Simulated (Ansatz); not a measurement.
in.yaml

```yaml
crystal:
  periodic: [false, false, false]
  atoms:
    - {symbol: C, position_ang: [0.000000, 0.106349, 2.006952]}
    - {symbol: Ga, position_ang: [0.000000, -0.041352, -0.402525]}
    - {symbol: H, position_ang: [0.000000, 1.056998, 2.539757]}
    - {symbol: H, position_ang: [0.000000, -0.761778, 2.660825]}
    - {symbol: H, position_ang: [0.000000, 1.297997, -1.271393]}
basis:
  gaussian: {orbitals: cc-pVDZ}
magnetization: {spin_polarized: false, initial_magnetization: 2}
correlation: {active_space: {window: {electrons: 8, orbitals: 5}, states: [{multiplicity: 3, weights: [1, 0.5, 1, 0.5]}]}}
output: {forces: true}
```

```sh
$ ansatz run in.yaml --threads 1 --pin off --events-out ev --progress --plain --max-ram 2393MiB
```

Log:

```
1081 factors; integrals over basis functions are off by at most 2.0e-7 eV
mean field evaluation 1: about -53406.4860 eV, gradient 1.6e1 eV
mean field evaluation 2: about -53406.5089 eV, gradient 1.6e1 eV
mean field evaluation 4: about -53407.9365 eV, gradient 3.5e0 eV
mean field evaluation 8: about -53408.0561 eV, gradient 2.6e-1 eV
mean field -53408.05705002 eV, -1962.7098953069 hartree, gradient 2.5e-6 eV, S^2 2.000000; 0 other end points of the search recorded, 0 dependent functions left out
reference -53408.05705002 eV, -1962.7098953069 hartree; 21, 19 occupied and 35, 37 virtual orbitals, 1081 factors
state -53407.92994211 eV, -1962.7052241775 hartree
state -53403.89411298 eV, -1962.5569101924 hartree
state -53403.70135303 eV, -1962.5498263950 hartree
state -53400.70892608 eV, -1962.4398567330 hartree
an earlier search ended where averaged states of different weights were degenerate, so these states were given the mean of their weights and the orbitals were optimised with it; in the result, neighbours among these states lie up to 1.9e-1 eV apart
the calculation of the forces begins
Total energy: -53404.66033489 eV, -1962.5850683282 hartree
Atom 0 at     0.000000     0.106349     2.006952 Å, force    -0.000000     0.527330    -1.959692 eV/Å
Atom 1 at     0.000000    -0.041352    -0.402525 Å, force     0.000000    -0.811379     1.710909 eV/Å
Atom 2 at     0.000000     1.056998     2.539757 Å, force    -0.000000     0.493959     0.001510 eV/Å
Atom 3 at     0.000000    -0.761778     2.660825 Å, force     0.000000    -0.660641    -0.128732 eV/Å
Atom 4 at     0.000000     1.297997    -1.271393 Å, force    -0.000000     0.450732     0.376004 eV/Å
Dipole moment:    -0.000000     0.060730    -0.086348 e Å
```

The total printed last is the weighted mean of the 4 states, 3.270 eV above the lowest of them, and is no single state's energy. Before any correction even the lowest state lies above the reference determinant, by 0.13 eV, so the averaged orbitals or the space serve it badly.

Forces (eV/Å):
```
C    0.000  0.527 -1.960
Ga   0.000 -0.811  1.711
H    0.000  0.494  0.002
H    0.000 -0.661 -0.129
H    0.000  0.451  0.376
```

Ran on 1 thread of Intel Xeon Platinum 8488C, shared host: 9 s wall, 0.16 GiB peak host memory.
